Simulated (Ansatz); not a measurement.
Relaxed structures of BSiH2O, doublet (PBE0-D4/def2-TZVP; forces vanish, vibrations not checked; lower isomers may exist, and structures with a doubtful reference or unclear bonds are left out; Å). Program: Ansatz 0.2.0. Basis: def2-TZVPP. Cores are frozen in the correlated methods; orbitals are unrestricted.

Task: Rank them by CCSD(T) energy, lowest first, and give each one's height above the lowest. Links in brackets join atoms within 1.22 times the sum of their covalent radii (1.1 for two metals). (Judge from chemistry; the value comes from the calculation.)
A.
BSiH₂O ([B][O][SiH2])
```
5
angstrom
O -0.2954 -0.2562 0.8694
B -0.6370 -0.6284 2.0488
Si -0.1502 0.3580 -0.6788
H 0.1030 -0.7941 -1.5803
H 0.9797 1.3208 -0.6591
```
B.
BSiH₂O ([B]1[O][SiH2]1)
```
5
angstrom
O -1.2868 0.5326 0.2336
B -0.6591 -0.1567 1.1351
Si 0.2603 0.1716 -0.5885
H -0.0368 -0.6124 -1.8079
H 0.9284 1.4550 -0.8991
```
C.
BSiH₂O ([O][B][SiH2])
```
5
angstrom
O -0.6747 -0.6731 2.1874
B -0.4026 -0.3017 1.0756
Si -0.0601 0.3501 -0.7465
H 0.1287 -0.7493 -1.7207
H 1.0088 1.3740 -0.7958
```

Result: The calculation gives: C (0.000 eV), A (1.074 eV), B (1.268 eV). Heights count from the lowest.

The T1 diagnostic stays at or below 0.027. ⟨S²⟩ of the unrestricted Hartree–Fock references: 0.76 to 0.84 (a pure state has 0.75). The unrestricted reference is spin-contaminated, which hurts MP2 most.

For scale, one of the runs: CCSD(T)/def2-TZVPP, 132 basis functions, launched by `ansatz run in.yaml --threads 2 --pin off --events-out ev --progress --plain --max-ram 4352MiB`. Time: 28 s of wall clock on 2 CPU threads of an Arm Neoverse V1; the host was shared. Peak host memory: 1.4 GiB.
